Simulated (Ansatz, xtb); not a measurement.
**Isomers of C3H6F2 in order of energy**

3 gas-phase structures of C3H6F2, from a drawn sample of its isomers (lower ones may exist). Each was relaxed with GFN2-xTB; where two conformers were screened, the lower at r2SCAN-D4/def2-SVP is listed:

A. `C[C@@H](F)CF`, a singlet
B. `CC(C)(F)F`, a singlet
C. `FCCCF`, a singlet

**Question.** Estimate their order in r2SCAN-D4/def2-SVP energy at these geometries, lowest first.

**Answer.** Calculated order at r2SCAN-D4/def2-SVP: B (0.0), A (17.5), C (20.0) kcal/mol.

Energies above the lowest of each column, in kcal/mol; the last columns are at PBE-D3(BJ)/def2-SVP geometries:

```tsv
structure	GFN2-xTB	HF/STO-3G	r2SCAN-D4/def2-SVP	PBE-D3(BJ)/def2-SVP	CCSD(T)/def2-SVP + ΔMP2/def2-TZVPP
B	0.0	0.0	0.0	0.0	0.0
A	7.9	13.4	17.5	16.1	14.5
C	8.9	14.9	20.0	18.0	16.3
```

Every level run on B puts it lowest or level with the lowest. Flexible structures stand in one conformer each, not always the lowest. ΔMP2 is the change of the MP2 energy from the smaller to the larger basis.

Programs: Ansatz 0.2.0, xtb 6.7.1.
